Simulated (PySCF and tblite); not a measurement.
Results of a calculation; reference values are marked as such.
Stationary points of H4S2Si at B3LYP-D3(BJ)/def2-SVP, in Å:

Structure A

```
 1 Si   -0.986    0.300   -0.063
 2 S     0.316   -1.030   -1.176
 3 S     1.939   -1.056    0.191
 4 H    -0.353    1.639    0.091
 5 H    -2.228    0.413   -0.881
 6 H    -1.298   -0.263    1.278
 7 H     2.614    0.002   -0.326
```

Structure B

```
 1 Si   -0.869    0.319   -0.004
 2 S     0.211   -1.138   -1.169
 3 S     2.157   -1.024   -0.244
 4 H    -0.234    1.663   -0.118
 5 H    -2.239    0.326   -0.582
 6 H    -0.898   -0.067    1.435
 7 H     1.872   -0.078    0.683
```

The path came from a restrained scan, a climbing-image band and a saddle search at GFN2-xTB; energies are PBE0/pcSseg-1 + D3(BJ), IEF-PCM chloroform//B3LYP-D3(BJ)/def2-SVP, thermal terms GFN2-xTB.

Task: Which structure is a saddle point, and along which motion?

Result: B: one imaginary mode (259i cm⁻¹ at GFN2-xTB, mostly on H7), along the rotation about the S2–S3 bond (torsion Si1–S2–S3–H from -90° to 90°, rising).

Task: Give their symmetry and energies above the lowest.

Result: A C1, 0.0 kcal/mol; B Cs, 6.0 kcal/mol.
